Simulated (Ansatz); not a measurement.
**Zinc, hcp under LDA: convergence with the k-point mesh**

How fine must the k-point mesh be for energy and pressure to settle? The geometry was relaxed under LDA beforehand and stays fixed; 8 values are run, from 2×2×1 to 20×20×10. Wanted are the values from which on the energy stays within 10 and 1 meV/atom, and the pressure within 0.5 GPa, of the last run. Within the series other settings stay, but some runs also write fields, which adds to their time. Spin polarisation is left out.

Program: Ansatz 0.2.0. Level of theory: DFT LDA, plane waves with PAW, scalar-relativistic. These are calculated values, not measurements.

### 1 The system as given

The structure is hexagonal, space group P6_3/mmc (No. 194). Conventional cell: a = 2.571 Å, b = 2.571 Å, c = 4.736 Å, α = 90.00°, β = 90.00°, γ = 120.00°. Zn (site symmetry -6m2) is surrounded by 12 Zn at 2.57 to 2.79 Å.

Coordinates:

```xyz
2
Lattice="2.5710 0.0000 0.0000 -1.2855 2.2265 0.0000 0.0000 0.0000 4.7362" Properties=species:S:1:pos:R:3 pbc="T T T"
Zn    0.0000    1.4844    1.1840
Zn    1.2855    0.7422    3.5521
```

### 2 k-mesh 2×2×1

The run at 2×2×1.

Input file input.yaml:

```yaml
crystal:
  lattice:
    - [2.5709734941, 0.0, 0.0]
    - [-1.285486747, 2.2265283583, 0.0]
    - [0.0, 0.0, 4.7361908757]
  atoms:
    - { symbol: Zn, position: [0.3333333333, 0.6666666667, 0.25] }
    - { symbol: Zn, position: [0.6666666667, 0.3333333333, 0.75] }
hamiltonian:
  xc: lda
  pseudopotentials:
    kind: paw
    azcp:
      Zn: "pseudopotentials/Zn.paw.azcp"
basis:
  ecutwfc: 420
  fft_grid_basis: typed
kpoints:
  mp_grid: { grid: [2, 2, 1], shift: [0, 0, 0] }
magnetization:
  spin_polarized: false
scf:
  occupations: { method: fermi_dirac, width: 0.1 }
  lower_state_search: "off"
output:
  stress: true
```

On the command line:

```bash
$ ansatz run input.yaml --threads 2 --pin off --max-ram 5120MiB --backend cpu --events-out ev --progress --plain --runs-dir out
```

### 3 k-mesh 4×4×2

The run at 4×4×2.

input.yaml, as its differences from that of step 2:

```diff
@@ -18,3 +18,3 @@
 kpoints:
-  mp_grid: { grid: [2, 2, 1], shift: [0, 0, 0] }
+  mp_grid: { grid: [4, 4, 2], shift: [0, 0, 0] }
 magnetization:
@@ -26 +26,5 @@
   stress: true
+  write_density: true
+  write_potential: true
+  elf: true
+  volumetric_format: npy
```

### 4 k-mesh 5×5×3

The run at 5×5×3.

input.yaml, as its differences from that of step 3:

```diff
@@ -18,3 +18,3 @@
 kpoints:
-  mp_grid: { grid: [4, 4, 2], shift: [0, 0, 0] }
+  mp_grid: { grid: [5, 5, 3], shift: [0, 0, 0] }
 magnetization:
@@ -26,5 +26 @@
   stress: true
-  write_density: true
-  write_potential: true
-  elf: true
-  volumetric_format: npy
```

### 5 k-mesh 7×7×3

The run at 7×7×3.

input.yaml, as its differences from that of step 4:

```diff
@@ -18,3 +18,3 @@
 kpoints:
-  mp_grid: { grid: [5, 5, 3], shift: [0, 0, 0] }
+  mp_grid: { grid: [7, 7, 3], shift: [0, 0, 0] }
 magnetization:
```

### 6 k-mesh 9×9×4

The run at 9×9×4.

input.yaml, as its differences from that of step 5:

```diff
@@ -18,3 +18,3 @@
 kpoints:
-  mp_grid: { grid: [7, 7, 3], shift: [0, 0, 0] }
+  mp_grid: { grid: [9, 9, 4], shift: [0, 0, 0] }
 magnetization:
```

### 7 k-mesh 11×11×6

The run at 11×11×6.

input.yaml, as its differences from that of step 6:

```diff
@@ -18,3 +18,3 @@
 kpoints:
-  mp_grid: { grid: [9, 9, 4], shift: [0, 0, 0] }
+  mp_grid: { grid: [11, 11, 6], shift: [0, 0, 0] }
 magnetization:
@@ -26 +26,5 @@
   stress: true
+  write_density: true
+  write_potential: true
+  elf: true
+  volumetric_format: npy
```

### 8 k-mesh 15×15×7

The run at 15×15×7.

input.yaml, as its differences from that of step 7:

```diff
@@ -18,3 +18,3 @@
 kpoints:
-  mp_grid: { grid: [11, 11, 6], shift: [0, 0, 0] }
+  mp_grid: { grid: [15, 15, 7], shift: [0, 0, 0] }
 magnetization:
@@ -26,5 +26 @@
   stress: true
-  write_density: true
-  write_potential: true
-  elf: true
-  volumetric_format: npy
```

### 9 k-mesh 20×20×10

The run at 20×20×10.

input.yaml, as its differences from that of step 8:

```diff
@@ -18,3 +18,3 @@
 kpoints:
-  mp_grid: { grid: [15, 15, 7], shift: [0, 0, 0] }
+  mp_grid: { grid: [20, 20, 10], shift: [0, 0, 0] }
 magnetization:
@@ -26 +26,5 @@
   stress: true
+  write_density: true
+  write_potential: true
+  elf: true
+  volumetric_format: npy
```

(Steps that only read results are left out.)

What does the calculation give? Wanted: pressure at 20×20×10.

**Answer**, as computed:

```
                                           quantity                        value
      E(σ → 0) stays within 10 meV/atom of 20×20×10              from 11×11×6 on
                   E(σ → 0) stays within 1 meV/atom  not reached before 20×20×10
                      pressure stays within 0.5 GPa                from 7×7×3 on
                               pressure at 20×20×10                     0.06 GPa
                    CPU time, dearest over cheapest                           18
energy of a separate run on a finer mesh (23×23×11)  -1.7 meV/atom from 20×20×10
```

**Reading.** At 2×2×1 the energy differs by +767.3 meV/atom and the pressure by +6.9 GPa. Convergence in k is not monotonic; the energy swings about its limit. The energy has not settled to 1 meV/atom before the last mesh. A Fermi surface needs many points. The yardstick itself is unsettled by 1.7 meV/atom against the finer mesh, so the thresholds above hold only within this series. The cell taken over is 11 % smaller than the measured one (15.21 Å³/atom, COD), which weighs on all values here.
